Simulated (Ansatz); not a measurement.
Cadmium, hcp: convergence with Methfessel-Paxton smearing

Computed with Ansatz, LDA, scalar-relativistic PAW, on the relaxed cell (a = 2.882 Å, c = 5.638 Å (c/a = 1.957); spin not included). Errors count from a run at 420 eV on a Γ-centred 21×21×9 mesh with Fermi-Dirac smearing of 0.1 eV, extrapolated to zero width. Fixed here: cutoff 420 eV, mesh 13×13×6. The SCF starts from atomic densities corrected by a trained network.

```json
{"width (eV)": "0.01", "E(σ→0) error (meV/atom)": "-1.9", "F error (meV/atom)": "-1.9", "P (GPa)": "0.05", "SCF iterations": "6"}
{"width (eV)": "0.03", "E(σ→0) error (meV/atom)": "-1.9", "F error (meV/atom)": "-1.9", "P (GPa)": "0.05", "SCF iterations": "6"}
{"width (eV)": "0.1", "E(σ→0) error (meV/atom)": "-1.9", "F error (meV/atom)": "-1.9", "P (GPa)": "0.05", "SCF iterations": "6"}
{"width (eV)": "0.2", "E(σ→0) error (meV/atom)": "-1.6", "F error (meV/atom)": "-1.4", "P (GPa)": "0.05", "SCF iterations": "6"}
{"width (eV)": "0.3", "E(σ→0) error (meV/atom)": "-1.3", "F error (meV/atom)": "-1.3", "P (GPa)": "0.05", "SCF iterations": "6"}
{"width (eV)": "0.6", "E(σ→0) error (meV/atom)": "-1.2", "F error (meV/atom)": "0.3", "P (GPa)": "-0.01", "SCF iterations": "6"}
{"width (eV)": "1.0", "E(σ→0) error (meV/atom)": "1.7", "F error (meV/atom)": "5.9", "P (GPa)": "-0.02", "SCF iterations": "6"}
```
